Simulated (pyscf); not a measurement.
Structures and frequencies: ωB97X-D3(BJ)/def2-SVP in PySCF.

Q: Estimate the classical barrier height and the reaction energy of O=Ta(F)(F)–F + H₂ → HO–Ta(F)–F [singlet] + HF at ωB97M-D3(BJ)/def2-TZVP. The step runs on the singlet surface, breaks F–Ta, H–H and forms H–O, F–H; take the separated reactants as zero.

A: ΔE‡ = 4.16 eV, ΔE = +2.86 eV. Zero-point energy shifts the barrier by +0.09 eV. It is a concerted two-bond exchange, with an imaginary mode of 1385i cm⁻¹. On the product side the descent ends in an adduct with a F–Ta contact (not fully relaxed), 0.32 eV under the separated species and 1.61 eV under the saddle at ωB97X-D3(BJ)/def2-TZVP. What is counted as broken (F–Ta) persists as a longer contact in the product adduct; parting that adduct is a step of its own. At ωB97X-D3(BJ)/def2-TZVP the barrier from the zero used here is 4.39 eV. The same reactants have a lower exit, to HO–TaH(F)(F)–F (barrier +1.20 eV at ωB97M-D3(BJ)/def2-TZVP, against +4.16 eV here). The other spin state of HO–Ta(F)–F [singlet] is not in these data. One saddle was located; it need not be the lowest between these sides. A restricted solution here is unstable towards spin polarisation, so biradical character is likely and single-reference numbers are less safe. Elements past Kr carry the def2 core potentials, without spin-orbit coupling.
